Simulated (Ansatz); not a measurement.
# Worked example: ideal-gas entropy of C3H3 (propargyl radical)

A doublet with charge 0, relaxed at UPBE/def2-SVP (Ansatz 0.2.0):

```xyz
6

C    -1.3167   -0.3777   -0.6704
C    -0.2423   -0.0694   -0.1234
C     0.9430    0.2705    0.4801
H    -2.2499   -0.6454   -1.1455
H     1.8931    0.2380   -0.0767
H     0.9728    0.5840    1.5359
```

Harmonic wavenumbers in cm⁻¹: 342, 411, 448, 609, 659, 968, 1090, 1382, 1983, 3074, 3173, 3400.

Masses in u: C 12.011, H 1.008. Take T = 298.15 K, p = 1 bar, R = 8.3145 J/(mol K), kT/hc = 207.22 cm⁻¹, rigid rotor and harmonic oscillator.

Problem. Work out S° at 298 K.

Solution. 
1. Translation (Sackur–Tetrode): S = R[3/2 ln M + 5/2 ln T − 1.1517] with M = 39.057 gives 154.6 J/(mol K).
2. Rotation: principal moments 1.798, 54.030, 55.827 u Å² give A, B, C = 9.3766, 0.312, 0.302 cm⁻¹; the symmetry number is σ = 2; q = (√π/σ)√((kT/hc)³/ABC) = 2812; S = R(ln q + 3/2) = 78.5.
3. Vibration: with u = ν̃/207.22, each mode gives R[u/(eᵘ − 1) − ln(1 − e⁻ᵘ)]; the sum is 16.4, most from 342 cm⁻¹ (5.0), 411 cm⁻¹ (3.9), 448 cm⁻¹ (3.4).
4. Spin: R ln 2 = 5.8.
5. Sum: 154.6 + 78.5 + 16.4 + 5.8 = 255.3 J/(mol K).

No measured value is set beside it here.
